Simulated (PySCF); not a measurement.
## Li₃, doublet: data card

These are results of UPBE/[Li def2-TZVP], no relativity, density fitting, PySCF, not measurements.

The structure is a higher-order saddle point with 2 imaginary modes (one degenerate set).

Z-matrix (Å, degrees; charge 0 multiplicity 2):
```
Li
Li 1 2.9240
Li 1 2.9240 2 180.00
```

| Property | Result |
| --- | --- |
| Point group | D∞h |
| Bond lengths | Li–Li 2.924 Å (×2) |
| Bond angles | Li–Li–Li 180.0° |
| Principal quadrupole moments (Buckingham, traceless) about the centre of mass | -10.20, -10.20, 20.40 D Å |
| Rotational constants | 0.1405 cm⁻¹ |
| Highest occupied level (α) | -3.16 eV |
| Atomisation energy without zero-point energy | 121 kJ/mol |
| Principal polarisabilities | 189.3, 189.3, 708.7 bohr³ |
| Zero-point energy (real modes) | 2.9 kJ/mol |
| Lowest empty level (β) | -2.54 eV |
| Spin squared ⟨S²⟩ | 0.773 |
| Dipole moment | 0.00 D |

Harmonic modes (masses in u: Li 7.016):
| symmetry | ω (cm⁻¹) | IR (km/mol, summed over degenerate members) | μ (u) |
| --- | --- | --- | --- |
| πu | 42i | – | 7.02 |
| σg+ | 188 | 0.0 | 7.02 |
| σu+ | 289 | 4.5 | 7.02 |

In D∞h the vibrations span πu + σg+ + σu+. The σg+ mode carries no infrared intensity, as symmetry demands. With a centre of inversion only u modes can be infrared active and only g modes Raman active.

Charges (e):
| atom | Mulliken | Löwdin | polar tensor | spin (Mulliken) | Mayer order to Li1 |
| --- | --- | --- | --- | --- | --- |
| Li1 | 0.04 | -0.12 | -0.17 | 0.02 | – |
| Li2,3 | -0.02 | 0.06 | 0.09 | 0.49 | 0.62 |

Mulliken populations on Li1: s 2.72, p 0.24.

Other isomers or separated fragments may lie lower. At this level a doublet minimum of C2v symmetry lies 21 kJ/mol below this structure.

The final relaxation and frequency run took 4.3 s on 2 threads of a shared Arm Neoverse V1 host, with 42 basis functions and 6 gradients; the process peaked at 0.43 GiB.
